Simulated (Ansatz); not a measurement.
# A ladder of methods for BH5S (SMILES [BH3-][SH2+])

The species is BH5S (7 atoms), meant as a singlet with charge 0. SMILES: `[BH3-][SH2+]`. The coordinates come from a PBE0-D4/def2-TZVP relaxation.

```
atom    x (Å)    y (Å)    z (Å)
   B  -0.5256  -0.4615  -0.5043
   S   0.5686   0.9776   0.2909
   H  -1.6232   0.0364  -0.4315
   H  -0.3444  -1.4476   0.1597
   H  -0.0754  -0.4821  -1.6245
   H   0.2860   0.9038   1.6049
   H   1.7754   0.4055   0.4589
```

Each level gives the energy change with the B1–H4 bond stretched from 1.203 to 3.006 Å (eV). The values are calculated.

| level | kind | program | value (eV) | less FCI/STO-3G |
| --- | --- | --- | --- | --- |
| HF/STO-3G (restricted) | Hartree–Fock | Ansatz | 9.90 | +4.17 |
| SVWN5/STO-3G (restricted) | LDA | Ansatz | 7.33 | +1.60 |
| BLYP/STO-3G (restricted) | GGA | Ansatz | 6.82 | +1.09 |
| BHLYP/STO-3G (restricted) | global hybrid | Ansatz | 8.57 | +2.84 |
| r2SCAN0/STO-3G (restricted) | hybrid meta-GGA | Ansatz | 8.13 | +2.40 |
| wB97X/STO-3G (restricted) | range-separated hybrid | Ansatz | 8.47 | +2.74 |
| RPA@PBE/STO-3G (restricted) | RPA | Ansatz | 6.51 | +0.78 |
| MP2/STO-3G (restricted) | perturbation theory | Ansatz | 7.38 | +1.65 |
| CCSD(T)/STO-3G (restricted) | coupled cluster or CI | Ansatz | 5.60 | -0.13 |
| FCI/STO-3G | exact in the basis | Ansatz | 5.73 | 0.00 |

FCI/STO-3G is exact within its basis and frozen core, so for wave-function methods in that basis the difference is their error; functionals converge differently with the basis, so for them it is only a difference. A spin-restricted reference rises too steeply as a bond breaks; here HF/STO-3G, SVWN5/STO-3G, BLYP/STO-3G, BHLYP/STO-3G, r2SCAN0/STO-3G, wB97X/STO-3G, RPA@PBE/STO-3G, MP2/STO-3G lie well above the multireference or unrestricted value. The first shape isn't each level's own minimum. The values span 5.60 to 9.90 eV. All rows use very small basis sets, so none should be taken for the real molecule's value.
